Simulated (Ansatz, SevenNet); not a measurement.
Lattice parameter a of antifluorite Mg2Sn: levels of theory against measurement

Reference value: 6.766 Å (measured, temperature not stated, no zero-point or thermal correction; as tabulated in Freccero, Grin, Wagner, Dalton Trans. (2023), ESI).

| level (code) | value (Å) |
|---|---|
| SevenNet-0 (SevenNet) | 6.815 |
| LDA (Ansatz) | 6.663 |
| PBE (Ansatz) | 6.816 |
| PBE-D3(BJ) (Ansatz) | ? |
| PBE0 (Ansatz) | 6.762 |

### Question
What belongs in the gaps?

### Answer

- PBE-D3(BJ) (Ansatz, a program for electronic structure), value (Å): 6.713

Differences against the reference: SevenNet-0 +0.72 %, LDA -1.52 %, PBE +0.74 %, PBE-D3(BJ) -0.78 %, PBE0 -0.06 %.

The reference's temperature isn't stated, so close values are not ranked against it. Off by more than 1.25 % (a bound picked here): LDA (-1.52 %).

The reference has no zero-point or thermal correction, while the calculations are for a static lattice, so the differences are not the levels' errors alone. A static lattice is as a rule a little smaller than the measured one.  Cutoffs and k meshes differ between the levels. Ansatz's density-functional and Hartree–Fock values are scalar-relativistic unless marked +SOC, with PAW data made under PBE.

Machine-learned potentials (SevenNet-0) are trained on DFT data, which may include these solids.

Differences are worked out from the printed values.
